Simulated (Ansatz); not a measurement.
# SiPF (triplet): the correlation ladder at a displaced geometry (v1), cc-pVDZ

An exercise on one series of results from a longer session: the logs are not shown, and one member is left open.

Method: cc-pVDZ, core rule «outside noble gas», up to 11 orbitals frozen; program: Ansatz 0.2.0, Gaussian basis.

Plan: UHF; CCSD(T) on ROHF; CCSD(T) on UHF; BCCD(T) on ROHF; CISD; CCSDT(Q) on ROHF; CCSDT(Q) on UHF.

31 further runs of the same task are left out: 11 for a known fault of the program, 8 that didn't finish, 12 set aside as unsound or not needed.

## The system

The geometry is a PBE0/def2-TZVP stationary point (not a proven minimum) with its atoms shifted at random (size 0.040 Å).

3 atoms, charge 0, spin multiplicity 3.

Atoms are counted from 1 here; the program's logs count them from 0.

Bond lengths: F1–P2 1.606 Å, P2–Si3 2.238 Å. Angles: F1–P2–Si3 108.9°.

Set-up of the first run:

Contents of in.yaml:

```yaml
crystal:
  periodic: [false, false, false]
  atoms:
    - {symbol: F, position_ang: [-0.016627, -0.683432, 1.514120]}
    - {symbol: P, position_ang: [-0.017460, 0.575119, 0.516116]}
    - {symbol: Si, position_ang: [0.030504, -0.171957, -1.593417]}
basis:
  gaussian: {orbitals: cc-pVDZ}
magnetization: {spin_polarized: true, initial_magnetization: 2}
hamiltonian: {xc: hf}
output: {orbitals: {seedname: orbitals}}
```

On the command line:

```sh
$ ansatz run in.yaml --threads 1 --pin off --events-out ev --progress --plain --max-ram 2393MiB
```

Steps of the session up to this table: UHF; CCSD(T) on ROHF; CCSD(T) on UHF; BCCD(T) on ROHF; CISD; CCSDT(Q) on ROHF; CCSDT(Q) on UHF.

One table of the session follows, with a row left open; its other results are not shown here.

| method | from UCCSDT(Q) (kJ/mol) |
| --- | --- |
| ROHF | +1027.2 |
| UHF | +1008.6 |
| RMP2 | +120.0 |
| UMP2 | +125.4 |
| CISD | +143.7 |
| RCCSD | +35.4 |
| UCCSD | +34.9 |
| RCCSD(T) | +7.0 |
| UCCSD(T) | ? |
| BCCD(T) | +6.5 |
| RCCSDT | +2.9 |
| UCCSDT | +2.9 |
| RCCSDT(Q) | +0.4 |
| UCCSDT(Q) | 0 |

Q: Estimate the row for UCCSD(T) from the others.

The run gave: from UCCSDT(Q) (kJ/mol): +7.2. In the column «from UCCSDT(Q) (kJ/mol)» it lies between RCCSD(T) (+7.0) and UCCSD (+34.9).

To keep in mind: Restricted and unrestricted rows rest on different reference determinants; where their highest levels disagree by more than a few hundredths of an eV, they describe different states and don't form one ladder.
